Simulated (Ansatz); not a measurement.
Tetradymite Bi2Te3, treated with LDA (plane waves, PAW; Ansatz, a quantum-chemistry and plane-wave program).

Numerical settings: plane-wave cutoff 520 eV, 10×10×10 k mesh, scalar-relativistic PAW data made under PBE.

Cell (measured lattice):

```
Bi2Te3
1.0
    2.19300     1.26613    10.16567
   -2.19300     1.26613    10.16567
    0.00000    -2.53226    10.16567
Bi Te
2 3
Direct
  0.60067   0.60067   0.60067
  0.39933   0.39933   0.39933
  0.00000   0.00000   0.00000
  0.78871   0.78871   0.78871
  0.21129   0.21129   0.21129
```

### Question
Predict the elastic constant C44, elastic constant C66, Voigt–Reuss–Hill bulk modulus, elastic constant C11, elastic constant C12, elastic constant C13 and elastic constant C33.

### Answer

- elastic constant C44: 24.3 GPa
- elastic constant C66: 25.9 GPa
- Voigt–Reuss–Hill bulk modulus: 28.4 GPa
- elastic constant C11: 68.3 GPa
- elastic constant C12: 16.5 GPa
- elastic constant C13: 17.9 GPa
- elastic constant C33: 31.2 GPa

Measured, for comparison: elastic constant C44 27.4 GPa, elastic constant C66 23.4 GPa, elastic constant C11 68.5 GPa, elastic constant C12 21.8 GPa, elastic constant C13 27.0 GPa, elastic constant C33 47.7 GPa (temperature not stated, no zero-point or thermal correction; as tabulated in Oses et al. (2018), arXiv:1811.08464). Computed (rounded) less measured: elastic constant C44 -11 %, elastic constant C66 +11 %, elastic constant C11 -0.3 %, elastic constant C12 -24 %, elastic constant C13 -34 %, elastic constant C33 -35 %.

Note: the cell isn't this level's own, so it is under some stress, which shifts stiffness and frequencies.

Elastic constants are with the ions relaxed.

Spin–orbit coupling is not included; it can shift volumes and moduli of such heavy elements.

Computed values are for the static lattice.
